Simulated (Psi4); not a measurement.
**OH (SMILES [OH]) at UBLYP/aug-cc-pVTZ**

What is the vertical electron affinity of OH at UBLYP/aug-cc-pVTZ? 

The results are computed with Psi4 1.11.

### 1 The system as given

OH: 2 atoms, total charge 0, spin state doublet. SMILES: `[OH]`. The coordinates come from a PBE0-D4/def2-TZVP relaxation.

Bond lengths: O1–H2 0.973 Å.

### 2 Energy and gradient at UBLYP/aug-cc-pVTZ

Contents of run_ase.py:

```python
import numpy as np
from ase.calculators.psi4 import Psi4
from ase import Atoms

atoms = Atoms(['O', 'H'], positions=[
    [0.415880, -0.133150, 0.214550],
    [-0.415880, 0.133150, -0.214550],
])
calc = Psi4(atoms=atoms, method='blyp', basis='aug-cc-pVTZ', memory='2200MB', num_threads=1, charge=0, multiplicity=2, label='calc', reference='uks')
calc.psi4.set_options({'puream': True, 'e_convergence': 1e-09, 'd_convergence': 1e-08, 'scf_type': 'pk', 'dft_radial_points': 99, 'dft_spherical_points': 590, 'maxiter': 100})
atoms.calc = calc

forces = atoms.get_forces()
print(f'energy: {atoms.get_potential_energy():.6f} eV')
print('forces / eV A^-1')
print(np.round(forces, 5))
```

Launch:

```bash
python run_ase.py
```

calc.dat:

```text
[...]
  Running in c1 symmetry.
[...]
  Nuclear repulsion =    4.350574239688279
[...]
  Multiplicity = 2
[...]
  Nalpha       = 5
  Nbeta        = 4
[...]
    Number of basis functions: 69
[...]
   @UKS iter   1:   -75.67666823536523   -2.64897e-01   6.80452e-03 ADIIS/DIIS
[...]
   @UKS iter  10:   -75.75567460549514   -5.40012e-13   1.41382e-09 DIIS
[...]
   @S^2 Observed:                7.522500255E-01
[...]
    Orbital Energies [Eh]
    ---------------------
    Alpha Occupied:
       1A    -18.858330     2A     -0.929233     3A     -0.427519
       4A     -0.361729     5A     -0.293176
    Alpha Virtual:
       6A     -0.034087     7A      0.059609     8A      0.079993
       9A      0.084670    10A      0.096239    11A      0.163996
      12A      0.184200    13A      0.186607    14A      0.295836
      15A      0.462449    16A      0.467147    17A      0.478080
      18A      0.561603    19A      0.573297    20A      0.653067
      21A      0.678724    22A      0.703775    23A      0.725206
      24A      0.784656    25A      0.785390    26A      0.803512
[...]
  @UKS Final Energy:   -75.75567460549514
   => Energetics <=
    Nuclear Repulsion Energy =              4.3505742396882789
    One-Electron Energy =                -112.5761901687255317
    Two-Electron Energy =                  41.3352148484954256
    DFT Exchange-Correlation Energy =      -8.8652735249533290
    Empirical Dispersion Energy =           0.0000000000000000
    VV10 Nonlocal Energy =                  0.0000000000000000
    Total Energy =                        -75.7556746054951446
[...]
 Multipole Moments:
 ------------------------------------------------------------------------------------
     Multipole            Electronic (a.u.)      Nuclear  (a.u.)        Total (a.u.)
 ------------------------------------------------------------------------------------
 L = 1.  Multiply by 2.5417464519 to convert [e a0] to [Debye]
 Dipole X            :          0.1954850           -0.7332936           -0.5378086
 Dipole Y            :         -0.0625874            0.2347746            0.1721872
 Dipole Z            :          0.1008496           -0.3783018           -0.2774522
 Magnitude           :                                                    0.6291790
[...]
  -Total Gradient:
     Atom            X                  Y                   Z
    ------   -----------------  -----------------  -----------------
       1       -0.010130068529     0.003243288027    -0.005226041654
       2        0.010130148117    -0.003243313508     0.005226082713
[...]
```

Standard output:

```text
energy: -2061.416905 eV
forces / eV A^-1
[[ 0.52091 -0.16678  0.26873]
 [-0.52091  0.16678 -0.26874]]
```

Run time: 5.4 s. Hardware: 1 thread of Intel Xeon 6975P-C (Granite Rapids), shared host; peak memory 0.51 GiB.

### 3 The singlet anion: the energy at BLYP/aug-cc-pVTZ

Contents of ho.xyz:

```xyz
2
HO
O      0.415880    -0.133150     0.214550
H     -0.415880     0.133150    -0.214550
```

Contents of calc.py:

```python
import psi4

psi4.set_memory('2200 MB')
psi4.set_num_threads(1)
psi4.set_output_file('output.dat', False)

with open('ho.xyz') as f:
    atoms = ''.join(f.readlines()[2:])
molecule = psi4.geometry('-1 1\n' + atoms + 'symmetry c1\nno_reorient\nno_com')

psi4.set_options({
    'basis': 'aug-cc-pVTZ',
    'puream': True,
    'e_convergence': 1e-09,
    'd_convergence': 1e-08,
    'scf_type': 'pk',
    'dft_radial_points': 99,
    'dft_spherical_points': 590,
})

e, wfn = psi4.energy('BLYP', molecule=molecule, return_wfn=True)
print(f'total energy {e:.8f} hartree = {e * 27.211386:.5f} eV')
```

Launch:

```bash
python calc.py
```

output.dat:

```text
[...]
  Running in c1 symmetry.
[...]
  Nuclear repulsion =    4.350574239688279
[...]
  Multiplicity = 1
[...]
  Nalpha       = 5
  Nbeta        = 5
[...]
    Number of basis functions: 69
[...]
   @RKS iter   1:   -75.37898696073132    3.27838e-02   1.54288e-02 DIIS/ADIIS
[...]
   @RKS iter  11:   -75.82730239973797   -5.54223e-13   1.51857e-10 DIIS
[...]
    Orbital Energies [Eh]
    ---------------------
    Doubly Occupied:
       1A    -18.433809     2A     -0.513532     3A     -0.051372
       4A      0.081741     5A      0.081741
[...]
  @RKS Final Energy:   -75.82730239973797
   => Energetics <=
    Nuclear Repulsion Energy =              4.3505742396882789
    One-Electron Energy =                -116.1451409612585337
    Two-Electron Energy =                  45.0605160006555963
    DFT Exchange-Correlation Energy =      -9.0932516788233180
    Empirical Dispersion Energy =           0.0000000000000000
    VV10 Nonlocal Energy =                  0.0000000000000000
    Total Energy =                        -75.8273023997379738
[...]
 Multipole Moments:
 ------------------------------------------------------------------------------------
     Multipole            Electronic (a.u.)      Nuclear  (a.u.)        Total (a.u.)
 ------------------------------------------------------------------------------------
 L = 1.  Multiply by 2.5417464519 to convert [e a0] to [Debye]
 Dipole X            :         -6.5639770            5.5012951           -1.0626819
 Dipole Y            :          2.1015522           -1.7613192            0.3402330
 Dipole Z            :         -3.3863164            2.8380852           -0.5482312
 Magnitude           :                                                    1.2432252
[...]
```

On the terminal:

```text
total energy -75.82730240 hartree = -2063.36599 eV
```

Run time: 3.3 s. Hardware: 1 thread of Intel Xeon 6975P-C (Granite Rapids), shared host; peak memory 0.49 GiB.

### 4 What came out

At UBLYP/aug-cc-pVTZ:

| quantity | value |
| --- | --- |
| doublet OH: total energy | -75.75567 Eh |
| doublet OH: dipole moment | 1.60 D |
| doublet OH: HOMO energy (highest over α and β) | -7.37 eV |
| doublet OH: LUMO energy (lowest over α and β) | -6.54 eV |
| doublet OH: ⟨S²⟩ | 0.752 |
| doublet OH: largest force on an atom | 0.609 eV/Å |
| singlet anion: total energy | -75.82730 Eh |
| singlet anion: HOMO energy | 2.22 eV |
| singlet anion: LUMO energy | 3.64 eV |
| singlet anion: HOMO–LUMO gap (to an unbound level, set by the basis) | 1.42 eV |
| vertical electron affinity (to the singlet anion) | 1.949 eV |

**Reading.** At fixed nuclei the extra electron is bound by 1.95 eV (188 kJ/mol). The largest force (doublet OH) is 0.61 eV/Å: the shape isn't a stationary point for this species at this level. The HOMO (singlet anion) lies at positive energy, 2.22 eV, as semi-local functionals often give for anions; only total energies tell whether the electron is bound.
